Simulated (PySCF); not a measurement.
Metal–ligand bonds in Cd(NH2)1–Y. All species are isolated molecules in the gas phase. One relaxed conformer stands for each flexible species; it need not be the lowest. Multiplicities are imposed; where one is given, others were not computed. Strings in code marks are SMILES.

Method: PySCF with PBE-D3(BJ)/def2-TZVP // PBE-D3(BJ)/def2-SVP. All candidates: neutral, multiplicity 2. 

```json
{
  "dipole_moment": "1.70 D",
  "highest_occupied_spin_orbital": "-5.56 eV"
}
```

Identify which member has these values.
A) `C[O]`
B) `[NH2]`
C) `C[N]C`
D) `[SH]`

C, `C[N]C`. The others give `[SH]`: 0.87 D, -6.12 eV; `C[O]`: 2.10 D, -5.97 eV; `[NH2]`: 1.92 D, -7.20 eV
